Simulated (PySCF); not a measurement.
Functional benchmark on one molecule

Molecule: Butanenitrile, C₄H₇N.

Structure with atom numbers: `[CH3:1][CH2:2][CH2:3][C:4]#[N:5]`. Hydrogens are named by the atom that carries them.

Geometry PBE0-D3(BJ)/def2-SVP throughout; GIAO in PySCF 2.14.0 with density-fitted response routines, gas phase, one conformer, non-relativistic; equivalent atoms averaged; basis pcSseg-2.

Reference values (measured; solution, not stated per compound (mostly CDCl3 or CCl4); Pretsch, Buehlmann, Badertscher, Structure Determination of Organic Compounds, 4th ed. (2009)): δ(C3) = 19.3 ppm, δ(C2) = 19.0 ppm, δ(C1) = 13.3 ppm, δ(H(C3)) = 2.34 ppm, δ(H(C2)) = 1.70 ppm, δ(H(C1)) = 1.08 ppm. Computed shifts are taken against TMS, calculated as an isolated molecule at each level.

How do the functionals HF, LDA, PBE, BLYP, BP86, OPBE, KT2, KT3, B97-D, B3LYP, PBE0, mPW1PW91, WP04, B97-2, BHandHLYP, CAM-B3LYP, wB97X-D, LC-wPBE perform against the reference? Times are CPU seconds on shared hosts with different chips, so compare them loosely; the GGAs took longer than the global hybrids here, which isn't the general rule, and the cause wasn't traced.

## Answers


```tsv
functional	kind	C3	C2	C1	H(C3)	H(C2)	H(C1)	mean abs. error C	mean abs. error H	core-s
HF	Hartree–Fock	18.1	22.9	16.2	1.88	1.57	0.99	2.7	0.23	23
LDA	LDA	21.9	25.1	15.4	2.08	1.74	0.92	3.6	0.15	44
PBE	GGA	22.4	26.7	16.8	2.06	1.72	0.94	4.8	0.15	63
BLYP	GGA	22.9	28.3	17.5	2.07	1.73	1.00	5.7	0.13	52
BP86	GGA	22.4	26.5	16.8	2.06	1.71	0.94	4.7	0.14	59
OPBE	GGA	22.1	25.7	16.8	2.06	1.71	0.91	4.3	0.15	43
KT2	GGA	22.2	26.6	16.5	2.11	1.74	0.95	4.6	0.13	46
KT3	GGA	22.4	27.4	17.2	2.10	1.73	0.97	5.1	0.13	42
B97-D	GGA	22.4	27.3	17.4	2.07	1.73	0.99	5.2	0.13	42
B3LYP	global hybrid	21.8	26.7	17.0	2.02	1.69	0.98	4.6	0.14	40
PBE0	global hybrid	21.2	25.0	16.3	2.00	1.67	0.94	3.6	0.17	31
mPW1PW91	global hybrid	21.3	25.0	16.4	2.00	1.67	0.93	3.7	0.17	31
WP04	global hybrid	23.0	27.2	17.6	2.02	1.66	0.94	5.4	0.17	21
B97-2	global hybrid	21.4	25.4	16.8	2.01	1.67	0.95	4.0	0.16	21
BHandHLYP	global hybrid	20.4	24.9	16.5	1.97	1.65	0.98	3.4	0.17	21
CAM-B3LYP	range-separated hybrid	21.0	25.3	16.2	1.98	1.67	0.98	3.6	0.16	28
wB97X-D	range-separated hybrid	21.2	24.7	16.2	1.96	1.64	0.94	3.5	0.19	36
LC-wPBE	range-separated hybrid	20.2	22.6	15.4	1.90	1.61	0.92	2.2	0.23	37
```

For ¹³C the closest is LC-wPBE (2.2 ppm) and the furthest BLYP (5.7 ppm).

For ¹H the closest is KT3 (0.13 ppm, with BLYP, B97-D, KT2, BP86, B3LYP, PBE, LDA, OPBE practically level) and the furthest LC-wPBE (0.23 ppm). One molecule is a small sample, and vibrational and solvent effects are absent from the calculation.
